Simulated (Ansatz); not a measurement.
System: bcc Ba. Method: PBEsol (Ansatz, an electronic-structure program, PAW).

Numerical settings: plane-wave cutoff 520 eV, 16×16×16 k mesh, Fermi–Dirac smearing 0.05 eV, scalar-relativistic PAW data made under PBE.

Computed points:

| V (Å³/atom) | E − E_lowest (meV/atom) | P (GPa) |
|---|---|---|
| 54.800 | 5.90 | 0.588 |
| 55.966 | 2.43 | 0.368 |
| 57.132 | 0.50 | 0.164 |
| 58.298 | 0.00 | -0.025 |
| 59.464 | 0.82 | -0.200 |
| 60.630 | 2.88 | -0.362 |
| 61.796 | 6.06 | -0.513 |

Task: Estimate the bulk modulus from the pressures at 57.132 and 59.464 Å³/atom, and compare it with a fit to all energies.

Result: B = −V dP/dV. Between V = 57.132 and 59.464 Å³/atom, dP/dV = (-0.200 − (0.164))/(59.464 − 57.132) = -0.156 GPa per Å³/atom; at the midpoint 58.298 Å³/atom this gives B ≈ 9.10 GPa. The third-order Birch–Murnaghan fit gives V0 = 58.141 Å³/atom, B0 = 9.16 GPa, B′ = 2.8, which lies within 1 % of that estimate.

Measured, for comparison: bulk modulus 9.34 GPa (corrected for temperature and zero-point phonon effects, our sources range from 9.34 to 10.6; as tabulated in Levämäki et al. (2014), arXiv:1402.3671); equilibrium volume per atom 62.31 Å³/atom (low-temperature or extrapolated to 0 K; zero-point anharmonic expansion removed; as tabulated in Csonka et al. (2009), arXiv:0903.4037). Computed (rounded) less measured: bulk modulus -2 % (-2 % to -14 % over the range), equilibrium volume per atom -6.7 %.

Spin–orbit coupling is not included.

Computed values are for the static lattice.
